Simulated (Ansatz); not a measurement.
**2H MoTe2**

Calculation: r²SCAN-D4 in Ansatz (PAW).

Settings: plane-wave cutoff 500 eV, 12×12×4 k mesh (along the axes of the cell as run), gaussian smearing 0.02 eV, scalar-relativistic PAW data made under PBE.

Cell (relaxed at this level):

```
CELL_PARAMETERS angstrom
      1.77321    -3.07129     0.00000
      1.77321     3.07129     0.00000
      0.00000     0.00000    14.25151
ATOMIC_POSITIONS crystal
  Te 0.33333 0.66667 0.62426
  Te 0.66667 0.33333 0.12426
  Te 0.66667 0.33333 0.37574
  Te 0.33333 0.66667 0.87574
  Mo 0.33333 0.66667 0.25000
  Mo 0.66667 0.33333 0.75000
```

| Property | Result |
|---|---|
| equilibrium volume per atom | 25.87 Å³/atom |
| lattice constant a | 3.546 Å |
| c axis length | 14.252 Å |

Measured, for comparison: lattice constant a 3.518 Å, lattice parameter c 13.974 Å (300 K, no zero-point or thermal correction; as tabulated in arXiv:1605.07067). Computed (rounded) less measured: lattice constant a +0.8 %, lattice parameter c +2.0 %.

Spin–orbit coupling is not included.

Computing time: around 5 core-minutes (rough).

Ansatz is a program for electronic structure.
